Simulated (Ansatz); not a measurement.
# [Ho(H2O)6]3+ (HoH12O6 (+3)): a ladder of methods and basis sets

One table from this session's results is given with a row withheld; the runs are named, their logs left out.

Program: Ansatz 0.2.0, Gaussian basis. Level of theory: as each input shows. These are calculated values, not measurements.

The runs, in order: PBE-D4/def2-TZVP, r2SCAN-D4/def2-TZVP, HSE06-D4/def2-TZVP, BLYP-D4/def2-TZVP, PBE-D4/def2-SVP, PBE0-D4/def2-SVP, MP2/def2-SVP, RPA/def2-SVP.

## The geometry

The geometry is that of the quintet, from an earlier relaxation (PBE-D4/def2-SVP).

19 atoms, charge 3, spin multiplicity 5.

Atoms are counted from 1 here; the program's logs count them from 0.

Bond lengths: Ho1–O2 2.315 Å, Ho1–O5 2.315 Å, Ho1–O8 2.315 Å, Ho1–O11 2.315 Å, Ho1–O14 2.315 Å, Ho1–O17 2.315 Å, O2–H3 0.987 Å, O2–H4 0.987 Å, O5–H6 0.987 Å, O5–H7 0.987 Å, O8–H9 0.987 Å, O8–H10 0.987 Å, O11–H12 0.987 Å, O11–H13 0.987 Å, O14–H15 0.987 Å, O14–H16 0.987 Å, O17–H18 0.987 Å, O17–H19 0.987 Å. Angles: O2–Ho1–O5 180.0°, O2–Ho1–O8 89.9°, O2–Ho1–O11 90.0°, O2–Ho1–O14 90.0°, O2–Ho1–O17 90.1°, O5–Ho1–O8 90.1°, O5–Ho1–O11 90.0°, O5–Ho1–O14 89.9°, O5–Ho1–O17 90.0°, O8–Ho1–O11 179.9°, O8–Ho1–O14 90.1°, O8–Ho1–O17 90.0°, O11–Ho1–O14 89.9°, O11–Ho1–O17 90.0°, O14–Ho1–O17 179.9°, Ho1–O2–H3 128.1°, Ho1–O2–H4 128.1°, H3–O2–H4 103.8° and more.

Ho takes a core potential in the def2 sets. No spin-orbit coupling is included. The ion is computed in the gas phase, without counter-ions or solvent.

PBE0-D4/def2-TZVP was run before; its log isn't repeated, and its numbers join the tables.

The first run:

start.molden holds the orbitals of an earlier run on this state, given as this run's starting guess.

in.yaml reads:

```yaml
crystal:
  periodic: [false, false, false]
  atoms:
    - {symbol: Ho, position_ang: [0.000984, 0.000189, 0.000248]}
    - {symbol: O, position_ang: [0.168135, 0.188707, 2.301494]}
    - {symbol: H, position_ang: [0.150196, 1.010773, 2.847844]}
    - {symbol: H, position_ang: [0.274081, -0.533911, 2.965754]}
    - {symbol: O, position_ang: [-0.166902, -0.186815, -2.300999]}
    - {symbol: H, position_ang: [-0.273622, 0.536438, -2.964476]}
    - {symbol: H, position_ang: [-0.148542, -1.008334, -2.848230]}
    - {symbol: O, position_ang: [2.303160, 0.165476, -0.177096]}
    - {symbol: H, position_ang: [2.963255, 0.276616, 0.548568]}
    - {symbol: H, position_ang: [2.854282, 0.141088, -0.995870]}
    - {symbol: O, position_ang: [-2.300852, -0.166911, 0.179999]}
    - {symbol: H, position_ang: [-2.850204, -0.150140, 1.000070]}
    - {symbol: H, position_ang: [-2.962373, -0.272138, -0.545196]}
    - {symbol: O, position_ang: [-0.182274, 2.301199, -0.175705]}
    - {symbol: H, position_ang: [-1.003763, 2.848656, -0.165333]}
    - {symbol: H, position_ang: [0.541878, 2.964082, -0.279948]}
    - {symbol: O, position_ang: [0.179616, -2.301346, 0.173038]}
    - {symbol: H, position_ang: [-0.546310, -2.962167, 0.278146]}
    - {symbol: H, position_ang: [0.999265, -2.851468, 0.157662]}
basis:
  gaussian: {orbitals: def2-TZVP, initial_orbitals: start.molden}
total_charge: 3
magnetization: {spin_polarized: true, initial_magnetization: 4}
hamiltonian: {xc: pbe, dispersion: d4}
scf: {omitted_lower_state_checks: [starts]}
output: {forces: true, orbitals: {seedname: orbitals}}
```

On the command line:

```
> ansatz run in.yaml --threads 4 --pin off --events-out ev --progress --plain --max-ram 6963MiB
```

Steps of the session up to this table: PBE-D4/def2-TZVP; r2SCAN-D4/def2-TZVP; HSE06-D4/def2-TZVP; BLYP-D4/def2-TZVP; PBE-D4/def2-SVP; PBE0-D4/def2-SVP; MP2/def2-SVP; RPA/def2-SVP.

One of the session's tables, all rows but one given; the rest of the session is left out.

It belongs to the step «Levels side by side». 

| level | HOMO (eV) | LUMO (eV) | gap (eV) |
| --- | --- | --- | --- |
| PBE-D4/def2-SVP | -20.57 | -18.70 | 1.87 |
| PBE-D4/def2-TZVP | -20.74 | -18.88 | 1.87 |
| BLYP-D4/def2-TZVP | -20.83 | -18.59 | 2.24 |
| r2SCAN-D4/def2-TZVP | -21.21 | -17.00 | 4.20 |
| PBE0-D4/def2-SVP | ? | ? | ? |
| PBE0-D4/def2-TZVP | -22.86 | -14.86 | 8.01 |
| HSE06-D4/def2-TZVP | -22.45 | -15.28 | 7.17 |

Q: Estimate the row for PBE0-D4/def2-SVP from the others.

As computed: HOMO (eV): -22.74; LUMO (eV): -14.77; gap (eV): 7.98. In the column «HOMO (eV)» it lies between PBE0-D4/def2-TZVP (-22.86) and HSE06-D4/def2-TZVP (-22.45).
